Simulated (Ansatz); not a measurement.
H₂S + `[CH3]`• → `[SH]`• + CH₄  (hydrogen abstraction from the S–H bond)

Calculated with Ansatz (gas phase, PBE0-D4/def2-TZVP geometries, no zero-point term in ΔE). CCSD(T)/CBS is extrapolated from def2-TZVPP and def2-QZVPP, frozen cores. DFT in def2-TZVPP. Open shells (•) are unrestricted, without spin–orbit coupling.

```
             level  ΔE (kJ/mol)
           PBE0-D4        -67.9
CCSD(T)/def2-QZVPP        -69.9
```

Question: What does CCSD(T)/CBS give? (Estimate.)

Answer: Ansatz gave: -68.4 kJ/mol. The listed levels differ from it by 0.5, -1.5 kJ/mol.

Largest T1 diagnostic among the species: 0.011.

Leaving LDA and LC-ωPBE aside and taking each functional with its dispersion term where it has one, the values, not all of them listed here, spread over 13.7 kJ/mol, from CAM-B3LYP-D4 to r2SCAN-D4. At CCSD(T), def2-SVP lies −13.5 kJ/mol from the extrapolated value and def2-TZVPP −3.7 kJ/mol.
